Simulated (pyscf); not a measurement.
silane (SiH₄) + H₃Si–Se• → H₃Si–Se–SiH₃ + H atom (H•) (substitution at Si; doublet surface; H–Si broken, Se–Si formed). PySCF, gas phase, ωB97X-D3(BJ)/def2-SVP geometries. Energies in eV from the separated reactants.

```csv
level,barrier,reaction energy
ωB97X-D3(BJ)/def2-TZVP,0.72,+0.42
B3LYP-D3(BJ)/def2-TZVP,[?],[?]
PBE0-D3(BJ)/def2-TZVP,0.58,+0.49
M06-2X/def2-TZVP,[?],+0.68
ωB97M-D3(BJ)/def2-TZVP,0.97,+0.71
HF/def2-TZVP,1.95,+0.89
```

**Question.** What belongs in the gaps?

**Answer.** 
- B3LYP-D3(BJ)/def2-TZVP, barrier: 0.76
- B3LYP-D3(BJ)/def2-TZVP, reaction energy: +0.74
- M06-2X/def2-TZVP, barrier: 0.95

The functionals in the table span 0.40 eV in this barrier, from PBE0-D3(BJ) to ωB97M-D3(BJ)/def2-TZVP. One saddle was located; it need not be the lowest between these sides. The angle at the attacked Si is 160°. Elements up to Kr have no core potential and no relativistic terms here.
